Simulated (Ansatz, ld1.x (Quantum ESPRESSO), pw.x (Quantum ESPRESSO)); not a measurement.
# Which Ag potential is closest to all-electron in the fcc crystal?

All use PBEsol, scalar-relativistic, no spin, cutoffs from each file’s atomic test, pw.x 7.5; 14³ k-points, Fermi–Dirac smearing 0.01 Ry. Δ is the rms difference from all-electron LAPW of the E(V) curves that follow from fits to the pressures, over ±6 % in volume. Mesh and smearing are coarse and serve the comparison alone. The files are a selection: those with a ghost or negative overlap were mostly not run, and those with noisy or unconverged pressures or nearly equal Δ are left out.

All-electron: a0 = 4.054 Å (V0 = 16.66 Å³/atom), B0 = 118.5 GPa.

Task: Rank them by Δ, smallest first.
A. norm-conserving Troullier–Martins (Kleinman–Bylander form), ld1.x (Quantum ESPRESSO) 7.5, PBEsol; core [Kr], reference 4d9 5s0 5p0; waves: 5s (bound, empty): rc 1.80 bohr; 4d (bound): rc 1.35 bohr; 5p (bound, empty): rc 2.95 bohr; local part: the p channel; core correction: Bessel-smoothed model core inside 1.30 bohr.
B. PAW, ld1.x (Quantum ESPRESSO) 7.5, PBEsol; core [Kr], reference 4d10 5s1 5p0; waves: 5s (bound): rcut 2.70, rcutus 2.95 bohr; 5s channel at 3.45 Ry: rcut 2.70, rcutus 2.95 bohr; 5p (bound, empty): rcut 2.00, rcutus 2.60 bohr; 5p channel at 0.35 Ry: rcut 2.00, rcutus 2.60 bohr; 4d (bound): rcut 1.40, rcutus 1.80 bohr; 4d channel at 1.1 Ry: rcut 1.40, rcutus 1.80 bohr; local part: all-electron potential smoothed inside 2.90 bohr (lloc = -1); core correction: Bessel-smoothed model core inside 1.75 bohr; augmentation: BESSEL, radius 1.50 bohr.
C. norm-conserving Troullier–Martins (Kleinman–Bylander form), ld1.x (Quantum ESPRESSO) 7.5, PBEsol; core [Kr], reference 4d10 5s1 5p0; waves: 5s (bound): rc 2.70 bohr; 5p (bound, empty): rc 3.65 bohr; 4d (bound): rc 1.60 bohr; local part: all-electron potential smoothed inside 2.60 bohr (lloc = -1); core correction: a·sin(br)/r model core, default radius (core density twice the valence density).

Result: B (7.2 meV/atom), C (9.4 meV/atom), A (21.0 meV/atom).
